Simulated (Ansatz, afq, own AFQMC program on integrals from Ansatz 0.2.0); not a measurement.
AFQMC on a folder of integrals that Ansatz 0.2.0 wrote.

```yaml
crystal:
  periodic: [false, false, false]
  atoms:
    - {symbol: N, position_ang: [0.000000, -0.013701, 0.600657]}
    - {symbol: O, position_ang: [0.000000, -0.029948, -0.612296]}
    - {symbol: H, position_ang: [0.000000, 0.665771, 1.372249]}
basis:
  gaussian: {orbitals: cc-pVDZ}
magnetization: {spin_polarized: true, initial_magnetization: 2}
correlation: {method: ccsd_t, electrons: outside_noble_gas, hamiltonian_folder: ham}
```

```sh
$ ansatz run in.yaml --threads 1 --pin off --events-out ev --progress --plain --max-ram 1382MiB
```

Options of the walk:

```
--method free --trial cisd --walkers 60 --time-step 0.03 --max-blocks 80 --target-error 0.00042 --factor-cut 1e-05 --seed 4572 --times 0,0.21,0.42,0.81,1.2,1.8,2.4,3 --taylor-order 8
```

Times are imaginary, in 1/Eh. The walk had a cap of 820 s.

```
orbitals 31  electrons 7 5  factors 230 of 308
reference energy -129.79143516 Eh
CCSD correlation -0.33291125 Eh in 12 cycles, weight of the determinant in the CISD state 0.8987
repeat  energy at the last time / Eh  error
    10  -130.136750  0.002878
    20  -130.134402  0.001861
    30  -130.133239  0.001316
    40  -130.133393  0.001134
    50  -130.134060  0.001087
    60  -130.134620  0.001024
    70  -130.134966  0.000963
    80  -130.134666  0.000878
time / (1/Eh)  energy / Eh  error  mean overlap
  0.00  -130.123712  0.000252  1.1111
  0.21  -130.130814  0.000371  1.1106
  0.42  -130.133300  0.000401  1.1107
  0.81  -130.135102  0.000476  1.0894
  1.20  -130.135008  0.000498  1.0981
  1.80  -130.136496  0.000651  1.0796
  2.40  -130.136481  0.000806  1.0668
  3.00  -130.134666  0.000878  1.0815
energy -130.134666 +/- 0.000878 Eh
```

Question: Estimate how long the walk took on 1 thread of Intel(R) Xeon(R) 6975P-C (Granite Rapids), on a shared host.

Answer: 2.1 min of wall time.

The run passed its tests (error under three times the target), which doesn't prove that it has relaxed.

Against this walk (error 23.9 meV) on the same determinant: CCSD(T) 30.1 meV higher (within the noise), CCSDT(Q) 17.8 meV lower (within the noise). The error is statistical, and a free projection of finite length keeps a remainder of its start. The last points scatter (meV from the last: -12 ± 13 at 0.81, -9 ± 14 at 1.20, -50 ± 18 at 1.80, -49 ± 22 at 2.40, 0 ± 24 at 3.00); the last is the one printed as the energy, and the gaps above move with that scatter.

Cautions: remainder of the start not in the error; error above the target (23.9 against 11.4 meV); lower spins were not checked.

CCSDT and higher add their correlation energy to the determinant of the CCSD(T) run, since their own runs factorise the integrals more tightly (a shift of under 2 meV). A walk keeps the symmetry of its determinant, which the program's search chose and which needn't be the lowest solution, so a lower state of the same spin and another symmetry isn't excluded.
